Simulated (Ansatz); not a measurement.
We consider rhombohedral A7 As, described by PBE-D4 in Ansatz (plane waves, PAW).

Run with plane-wave cutoff 520 eV, 18×18×18 k mesh, Fermi–Dirac smearing 0.05 eV, scalar-relativistic PAW data made under PBE.

Results at a series of volumes:

```tsv
V (Å³/atom)	E − E_lowest (meV/atom)	P (GPa)
20.076	5.71	2.312
20.494	1.34	1.062
20.912	0.00	-0.004
21.331	1.24	-0.921
21.749	4.65	-1.672
```

Question: Estimate the bulk modulus from the pressures at 20.494 and 21.331 Å³/atom, and compare it with a fit to all energies.

Answer: B = −V dP/dV. Between V = 20.494 and 21.331 Å³/atom, dP/dV = (-0.921 − (1.062))/(21.331 − 20.494) = -2.37 GPa per Å³/atom; at the midpoint 20.913 Å³/atom this gives B ≈ 49.5 GPa. The third-order Birch–Murnaghan fit gives V0 = 20.910 Å³/atom, B0 = 49.2 GPa, B′ = 7.2, which lies within 1 % of that estimate.

Shape and atoms are relaxed at each volume.

Measured, for comparison: bulk modulus 40.8 GPa (copied from a table, unchecked, extrapolated to 0 K and zero-point effects removed; as tabulated in Lejaeghere et al. (2013), arXiv:1204.2733). Computed (rounded) less measured: bulk modulus not scored (unchecked).

Note: the bulk modulus comes from volumes at which shape and atoms were relaxed.

Ansatz is a program for electronic structure.
